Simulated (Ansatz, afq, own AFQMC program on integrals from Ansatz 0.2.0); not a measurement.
Integrals from Ansatz 0.2.0, then the random walk in our own AFQMC program (afq).

```yaml
crystal:
  periodic: [false, false, false]
  atoms:
    - {symbol: Al, position_ang: [0.000000, 0.000000, 2.143918]}
    - {symbol: Al, position_ang: [0.000000, 0.000000, -5.871082]}
    - {symbol: H, position_ang: [0.000000, 0.000000, 3.727165]}
basis:
  gaussian: {orbitals: 6-31G}
magnetization: {spin_polarized: true, initial_magnetization: 3}
correlation: {method: ccsd_t, electrons: outside_noble_gas, hamiltonian_folder: ham}
```

```sh
$ ansatz run in.yaml --threads 1 --pin off --events-out ev --progress --plain --max-ram 16896MiB --backend cuda --devices 0, --max-vram 18GiB
```

Options of the walk:

```
--method free --trial cid --walkers 20 --time-step 0.02 --max-blocks 30 --target-error 0.00128 --factor-cut 1e-05 --seed 9516 --times 0.0,0.4,0.8,1.6,2.4 --taylor-order 10
```

Times are imaginary, in 1/Eh. The walk had a cap of 60 s.

```
orbitals 18  electrons 5 2  factors 76 of 308
reference energy -484.23889628 Eh
CCSD correlation -0.05701505 Eh in 11 cycles, weight of the determinant in the CISD state 0.9204
repeat  energy at the last time / Eh  error
    10  -484.296853  0.000259
    20  -484.296684  0.000164
    30  -484.296448  0.000152
time / (1/Eh)  energy / Eh  error  mean overlap
  0.00  -484.295916  0.000069  1.0827
  0.40  -484.296290  0.000104  1.0712
  0.80  -484.296370  0.000123  1.0808
  1.60  -484.296543  0.000137  1.0980
  2.40  -484.296448  0.000152  1.0856
energy -484.296448 +/- 0.000152 Eh
```

Problem. Estimate how long the walk took on 1 × NVIDIA H100 80GB HBM3 with 2 threads of AMD EPYC 7R13 Processor (Zen 3) (shared host) (the card was shared).

Solution. 6.7 s of wall time.

The run passed its tests (error under three times the target), which doesn't prove that it has relaxed.

Against this walk (error 4.1 meV) on the same determinant: CCSD(T) 3.8 meV higher (within the noise), CCSDT(Q) 2.5 meV lower (within the noise), CCSDTQ 2.6 meV lower (within the noise), full CI 2.6 meV lower (within the noise). The error is statistical, and a free projection of finite length keeps a remainder of its start.

Cautions: remainder of the start not in the error; lower spins were not checked; so few walkers bias the energy.

CCSDT and higher add their correlation energy to the determinant of the CCSD(T) run, since their own runs factorise the integrals more tightly (a shift of under 2 meV). A walk keeps the symmetry of its determinant, which the program's search chose and which needn't be the lowest solution, so a lower state of the same spin and another symmetry isn't excluded.
